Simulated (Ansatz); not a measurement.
Consider the atomization: `C[B][SiH3]`• → B• + C• + 6 H• + Si•.

Gas-phase electronic energies from Ansatz, PBE0-D4/def2-TZVP geometries. CBS: MP2 limit from def2 TZ/QZ plus the TZ coupled-cluster correction, frozen cores. This one scheme is used for every species, atoms too. DFT in def2-TZVPP. B3LYP here is the variant with VWN-RPA as its local correlation; programs differ in this. Open shells (•) are unrestricted, without spin–orbit coupling. Spin–orbit coupling would lower the free atoms: a little for B, C, Si.

| level | ΔE (kcal/mol) |
| --- | --- |
| B3LYP-D4 | 695.8 |
| r2SCAN0-D4 | 694.6 |
| ωB97X-V | 695.2 |
| revPBE | 676.4 |
| LC-ωPBE | 691.2 |
| CCSD(T)/def2-SVP | 657.0 |
| CCSD(T)/def2-TZVPP | 674.4 |
| SCS-MP2/def2-QZVPP | 686.8 |

Q: What does CCSD(T)/CBS give? (Best estimate.)

A: Ansatz gave: +688.8 kcal/mol. The listed levels differ from it by 7.0, 5.8, 6.4, -12.4, 2.4, -31.8, -14.4, -2.0 kcal/mol.

Largest T1 diagnostic among the species: 0.014.

From PBE to PBE0 (25 % exact exchange), in def2-TZVPP and without D4, ΔE moves by −3.0 kcal/mol: exact exchange takes away binding that semilocal exchange gives to molecules. Leaving LDA and LC-ωPBE aside and taking each functional with its dispersion term where it has one, the values, not all of them listed here, spread over 13.9 kcal/mol, from B2PLYP to B97M-V. LDA lies +78.0 kcal/mol from PBE without D4, its usual overbinding.

For atomizations the MP2-based limit and the directly extrapolated one differ by several kJ/mol either way, and by 10 to 25 for some Ge, Se and Sn compounds, so smaller differences from it don't rank the levels.
